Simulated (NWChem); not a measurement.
Species: NH$_{2}$, doublet; SMILES [NH2]

Results from NWChem. Spin-unrestricted. In the optimisation the excess spin sits in b2 (C2v, its own frame). Structure relaxed at the PBE0-D3(BJ)/def2-TZVP, spin-unrestricted level. No stability test was run on the SCF state. Vertical excitations in the gas phase; the lowest state need not have the same character in each row. Excited states of an open shell can be spin-contaminated.

```csv
level,lowest excitation (eV),oscillator strength of that lowest state,lowest state with f > 0.02 (eV),oscillator strength of that bright state,"lowest empty minus highest occupied level, either spin (eV)"
"PBE/def2-SVPD, TDA",2.42,0.002,7.67,0.024,2.62
"B3LYP/def2-SVPD, TDA",2.31,0.002,7.93,0.023,5.08
"LDA (Slater exchange, VWN5)/def2-SVPD, TDA",?,0.002,?,0.022,?
"CAM-B3LYP/def2-SVPD, TDA",2.21,0.002,8.10,0.024,8.50
```

Task: Fill in the missing entries.

Result: 
- LDA (Slater exchange, VWN5)/def2-SVPD, TDA, lowest excitation (eV): 2.02
- LDA (Slater exchange, VWN5)/def2-SVPD, TDA, lowest state with f > 0.02 (eV): 7.39
- LDA (Slater exchange, VWN5)/def2-SVPD, TDA, lowest empty minus highest occupied level, either spin (eV): 1.92
